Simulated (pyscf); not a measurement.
Thermochemistry of product channels of O=Si(F)–F + OH• on the doublet surface, in kcal/mol, from ωB97M-D3(BJ)/def2-TZVP energies (ideal gas, 1 atm, RRHO with modes under 100 cm⁻¹ raised to 100, one conformer, R ln 2 for chiral ones without a mode under 150 cm⁻¹). Single points on ωB97X-D3(BJ)/def2-SVP structures (PySCF, gas phase).

| products | ΔE | ΔH(298 K) | ΔG(600 K) | ΔG(900 K) |
|---|---|---|---|---|
| •O–Si(=O)–F + HF | +7.5 | +7.8 | +6.4 | +5.7 |
| •O–Si(OH)(F)–F | -76.9 | -74.7 | -56.8 | -48.3 |
| O=Si(OH)–F + F• | +18.6 | +20.1 | +22.4 | +23.3 |

These are energies of the channels, which say nothing of barriers. Left out: orbital degeneracy and the spin-orbit lowering of F, OH.
